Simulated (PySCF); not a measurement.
Species: C₂H₂F₂S.
Bonds: F1–C2, C2–F3, C2–C4, C4–S5, C2–S5. Hydrogens: H6, H7 on C4.

Computed by this run: PBE0-D3(BJ)/def2-SVP geometry optimisation, gas phase (PySCF); density fitting, grid level 1; the optimiser is geomeTRIC in internal coordinates, started from a GFN2-xTB structure with every atom displaced at random (about 0.01 Å).

Step 0: E = -18354.3016 eV
```
atom  x, y, z in Å  |  force x, y, z in eV/Å
F1     -1.6556   -0.2932   -0.6104    0.425   0.308   0.113
C2     -0.6241    0.2911    0.0147    0.596  -0.201  -0.107
F3     -0.7816    1.6294   -0.0484    0.226  -0.897  -0.017
C4      0.7536   -0.3254   -0.1070   -2.052   0.949   0.395
S5     -0.0503   -0.4479    1.5301   -0.057   0.083   0.182
H6      1.5716    0.3632   -0.1732    0.742   0.480  -0.073
H7      0.8206   -1.2432   -0.6554    0.121  -0.723  -0.494
```

Step 1: E = -18354.2765 eV
```
atom  x, y, z in Å  |  force x, y, z in eV/Å
F1     -1.7011   -0.2261   -0.5762   -0.558  -0.411  -0.425
C2     -0.6343    0.2498    0.0118    0.841  -0.116   0.249
F3     -0.6359    1.5738   -0.0767   -0.386   0.528   0.022
C4      0.7032   -0.3456   -0.1122   -0.036   0.256  -0.003
S5     -0.0720   -0.4699    1.5464    0.035  -0.044   0.137
H6      1.4369    0.4621   -0.1890    0.395  -0.242   0.001
H7      0.9372   -1.2702   -0.6536   -0.292   0.030   0.019
```

Step 2: E = -18354.3513 eV
```
atom  x, y, z in Å  |  force x, y, z in eV/Å
F1     -1.6826   -0.2544   -0.5978   -0.044  -0.192  -0.119
C2     -0.6283    0.2615    0.0098    0.331   0.177   0.196
F3     -0.7032    1.5942   -0.0588   -0.109  -0.094  -0.041
C4      0.7114   -0.3327   -0.1124   -0.044   0.374   0.036
S5     -0.0586   -0.4499    1.5503   -0.062  -0.070  -0.025
H6      1.5082    0.4173   -0.1779    0.119  -0.142  -0.041
H7      0.8872   -1.2619   -0.6627   -0.190  -0.054  -0.007
```

**Question.** Estimate the geometry and energy of step 3. (The exact step hangs on the optimiser's Hessian estimate; all steps are aligned on step 2, rigid shifts and turns removed.)

**Answer.** E = -18354.3772 eV, largest force 0.251 eV/Å
```
atom  x, y, z in Å  |  force x, y, z in eV/Å
F1     -1.6429   -0.2866   -0.6179    0.006  -0.033   0.049
C2     -0.6191    0.2726    0.0187   -0.024   0.250   0.004
F3     -0.7462    1.6004   -0.0531   -0.015  -0.173  -0.001
C4      0.7143   -0.3124   -0.1073    0.162   0.078   0.005
S5     -0.0523   -0.4407    1.5578   -0.069  -0.042  -0.051
H6      1.5580    0.3842   -0.1754   -0.017  -0.031  -0.026
H7      0.8222   -1.2436   -0.6724   -0.043  -0.049   0.022
```

The energy changes by -0.0259 eV. The first-order estimate −F·Δx gives -0.0458 eV and the mean of the old and new forces, exact on a quadratic surface, -0.0255 eV. The step makes an angle of 56° with the force vector and moves no atom by more than 0.068 Å.

What follows is the cost of the whole optimisation. On one thread, Arm Neoverse V1 (aarch64), shared host, this took 13 s wall and 0.36 GiB of memory at its peak.
